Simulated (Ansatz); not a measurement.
**C₃H₈ (singlet): from Hartree-Fock to the top rungs, 6-31G**

Aim: climb from Hartree-Fock through coupled cluster and multireference methods for C₃H₈ (singlet) at one geometry and basis, and see what each rung misses.

Program: Ansatz 0.2.0, Gaussian basis. Level of theory: 6-31G, core rule «outside noble gas», up to 3 orbitals frozen. These are calculated values, not measurements.

To be run: UHF; CCSD(T) on RHF; BCCD(T) on RHF; CISD; CCSDT(Q) on RHF; CASSCF and MRCISD+Q, 8 electrons in 8 orbitals; CASSCF and NEVPT4(SD), 8 electrons in 8 orbitals; CASSCF and NEVPT2, 8 electrons in 8 orbitals.

18 further runs of the same task are left out: 1 that didn't finish, 17 set aside as unsound or not needed.

### 1 The geometry

The geometry is an MP2(full)/6-31G* stationary point (not a proven minimum).

11 atoms, charge 0, spin multiplicity 1.

Atoms are counted from 1 here; the program's logs count them from 0.

Bond lengths: C1–C2 1.524 Å, C1–C3 1.524 Å, C1–H4 1.096 Å, C1–H5 1.096 Å, C2–H6 1.094 Å, C2–H8 1.094 Å, C2–H9 1.094 Å, C3–H7 1.094 Å, C3–H10 1.094 Å, C3–H11 1.094 Å. Angles: C2–C1–C3 112.4°, C2–C1–H4 109.5°, C2–C1–H5 109.5°, C3–C1–H4 109.5°, C3–C1–H5 109.5°, H4–C1–H5 106.3°, C1–C2–H6 111.5°, C1–C2–H8 110.8°, C1–C2–H9 110.8°, H6–C2–H8 107.9°, H6–C2–H9 107.9°, H8–C2–H9 107.7°, C1–C3–H7 111.5°, C1–C3–H10 110.8°, C1–C3–H11 110.8°, H7–C3–H10 107.9°, H7–C3–H11 107.9°, H10–C3–H11 107.7°.

Geometry (Å):

```
C     0.0000    0.0000    0.5786
C     0.0000    1.2669   -0.2693
C     0.0000   -1.2669   -0.2693
H    -0.8769    0.0000    1.2356
H     0.8769    0.0000    1.2356
H     0.0000    2.1662    0.3530
H     0.0000   -2.1662    0.3530
H     0.8836    1.3042   -0.9135
H    -0.8836    1.3042   -0.9135
H    -0.8836   -1.3042   -0.9135
H     0.8836   -1.3042   -0.9135
```

### 2 UHF

Input file in.yaml:

```yaml
crystal:
  periodic: [false, false, false]
  atoms:
    - {symbol: C, position_ang: [0.000000, 0.000000, 0.578609]}
    - {symbol: C, position_ang: [0.000000, 1.266857, -0.269293]}
    - {symbol: C, position_ang: [0.000000, -1.266857, -0.269293]}
    - {symbol: H, position_ang: [-0.876898, 0.000000, 1.235606]}
    - {symbol: H, position_ang: [0.876898, 0.000000, 1.235606]}
    - {symbol: H, position_ang: [0.000000, 2.166150, 0.352959]}
    - {symbol: H, position_ang: [0.000000, -2.166150, 0.352959]}
    - {symbol: H, position_ang: [0.883619, 1.304234, -0.913512]}
    - {symbol: H, position_ang: [-0.883619, 1.304234, -0.913512]}
    - {symbol: H, position_ang: [-0.883619, -1.304234, -0.913512]}
    - {symbol: H, position_ang: [0.883619, -1.304234, -0.913512]}
basis:
  gaussian: {orbitals: 6-31G}
magnetization: {spin_polarized: true, initial_magnetization: 0}
hamiltonian: {xc: hf}
output: {orbitals: {seedname: orbitals}}
```

The run is started by

```console
$ ansatz run in.yaml --threads 1 --pin off --events-out ev --progress --plain --max-ram 4096MiB --backend cpu
```

Further steps of the session: CCSD(T) on RHF; BCCD(T) on RHF; CISD; CCSDT(Q) on RHF; CASSCF and MRCISD+Q, 8 electrons in 8 orbitals; CASSCF and NEVPT4(SD), 8 electrons in 8 orbitals; CASSCF and NEVPT2, 8 electrons in 8 orbitals.

**Question.** What will the summary of the whole plan be? Wanted: RCCSDT(Q) below the RHF energy; RMP2 from RCCSDT(Q); RCCSD from RCCSDT(Q); RCCSD(T) from RCCSDT(Q); NEVPT4(SD) frontier from RCCSDT(Q); T1 diagnostic.

**Answer**, as computed:

| quantity | value |
| --- | --- |
| RCCSDT(Q) below the RHF energy | -8.9579 eV |
| RMP2 from RCCSDT(Q) | +1368.0 meV |
| RCCSD from RCCSDT(Q) | +199.7 meV |
| RCCSD(T) from RCCSDT(Q) | +24.7 meV |
| NEVPT4(SD) frontier from RCCSDT(Q) | +197.5 meV |
| levels within 1 kcal/mol (43 meV) | RCCSD(T), BCCD(T), RCCSDT |
| T1 diagnostic | 0.004 |

What this shows: RCCSD(T) lands +24.7 meV from the yardstick (0.3 % of the correlation energy). These misses are within one basis, not against nature.
